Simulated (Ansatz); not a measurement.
Consider the isomerisation: `CCC(O)(F)F` → `CCOC(F)F`.

Program: Ansatz. Geometries: PBE0-D4/def2-TZVP. ΔE: electronic, gas phase. CCSD(T)/CBS is the MP2 limit (def2-TZVPP, def2-QZVPP) plus CCSD(T) − MP2 in def2-TZVPP, frozen cores. Each species was taken in one conformer, which may not be the lowest.

`CCC(O)(F)F`:

```xyz
12

C     0.126   -1.528   -0.298
C    -0.318   -0.325    0.512
C     0.095    0.986   -0.102
O    -0.324    2.025    0.658
F    -0.399    1.110   -1.370
F     1.451    1.046   -0.262
H    -0.302   -1.508   -1.302
H     1.213   -1.560   -0.393
H    -0.198   -2.449    0.189
H     0.103   -0.348    1.519
H    -1.405   -0.296    0.615
H    -0.043    2.846    0.235
```

`CCOC(F)F`:

Z-matrix (Å, degrees):
```
C
C 1 1.505
H 1 1.092 2 109.9
H 1 1.091 2 110.8 3 -120.0
H 1 1.091 2 110.6 3 119.7
O 2 1.425 1 108.1 3 -179.8
H 2 1.095 1 111.1 3 -59.7
H 2 1.098 1 111.0 3 60.6
C 6 1.348 2 114.2 1 -173.8
F 9 1.338 6 107.7 2 171.3
F 9 1.361 6 111.2 2 -71.4
H 9 1.099 6 113.7 2 49.7
```

```
     species  HF/def2-QZVPP energy (Eh)
`CCC(O)(F)F`                 -391.04914
  `CCOC(F)F`                 -391.02772
```

Task: Work out ΔE.

Result: ΔE = (-391.02772) − (-391.04914) = 0.02142 Eh = +56.2 kJ/mol. CCSD(T)/CBS gives +69.4 kJ/mol.

Largest T1 diagnostic among the species: 0.011.

In def2-TZVPP, CCSD(T) changes the Hartree–Fock value by +9.7 kJ/mol (the triples alone add +0.6 kJ/mol) and MP2 by +13.0 kJ/mol. From PBE to PBE0 (25 % exact exchange), in def2-TZVPP and without D4, ΔE moves by +3.3 kJ/mol.
